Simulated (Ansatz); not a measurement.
# FHMgS (SMILES [F][Mg][SH]): functionals against CCSD(T) at one geometry

An exercise on one series of results from a longer session: the logs are not shown, and one member is left open.

Method: single points in def2-TZVPP; program: Ansatz 0.2.0, Gaussian basis.

Cores are frozen in the correlated methods. The outer core shell of Li, Na, Mg and K is correlated. B3LYP uses VWN-RPA correlation.

**The starting structure**

SMILES `[F][Mg][SH]`, 4 atoms, charge 0, spin multiplicity 1.

Atoms are counted from 1 here; the program's logs count them from 0.

Bond lengths: F1–Mg2 1.714 Å, Mg2–S3 2.261 Å, S3–H4 1.297 Å. Angles: F1–Mg2–S3 176.5°, Mg2–S3–H4 93.8°.

Geometry (Å):

```xyz
4

F    -1.0913    0.3772    2.1440
Mg   -0.5360    0.2304    0.5286
S     0.3178   -0.0030   -1.5522
H     1.3913   -0.6018   -1.1389
```

The first run:

Input file run/in.yaml:

```yaml
crystal:
  periodic: [false, false, false]
  atoms:
    - {symbol: F, position_ang: [-1.091300, 0.377200, 2.144000]}
    - {symbol: Mg, position_ang: [-0.536000, 0.230400, 0.528600]}
    - {symbol: S, position_ang: [0.317800, -0.003000, -1.552200]}
    - {symbol: H, position_ang: [1.391300, -0.601800, -1.138900]}
basis:
  gaussian: {orbitals: def2-TZVPP}
correlation: {method: ccsd_t}
output: {forces: true}
```

The command line of these runs was not kept.

Steps of the session up to this table: CCSD(T)/def2-TZVPP; PBE0-D4/def2-TZVPP; wB97M-V/def2-TZVPP; r2SCAN-D4/def2-TZVPP; PBE-D4/def2-TZVPP; B3LYP-D4/def2-TZVPP; CAM-B3LYP-D4/def2-TZVPP.

One of the session's tables, all rows but one given; the rest of the session is left out.

| method | RMS force component (eV/Å) | angle to CCSD(T) forces (°) | dipole (D) |
| --- | --- | --- | --- |
| CCSD(T) | 0.621 | reference | 0.50 |
| PBE0-D4 | 0.655 | 3.8 | 0.62 |
| wB97M-V | 0.642 | 4.9 | 0.56 |
| r2SCAN-D4 | ? | ? | ? |
| PBE-D4 | 0.814 | 4.4 | 0.67 |
| B3LYP-D4 | 0.667 | 2.4 | 0.65 |
| CAM-B3LYP-D4 | 0.607 | 6.3 | 0.60 |

Estimate the missing values for r2SCAN-D4.

As computed: RMS force component (eV/Å): 0.661; angle to CCSD(T) forces (°): 2.4; dipole (D): 0.55. In the column «RMS force component (eV/Å)» it lies between PBE0-D4 (0.655) and B3LYP-D4 (0.667).
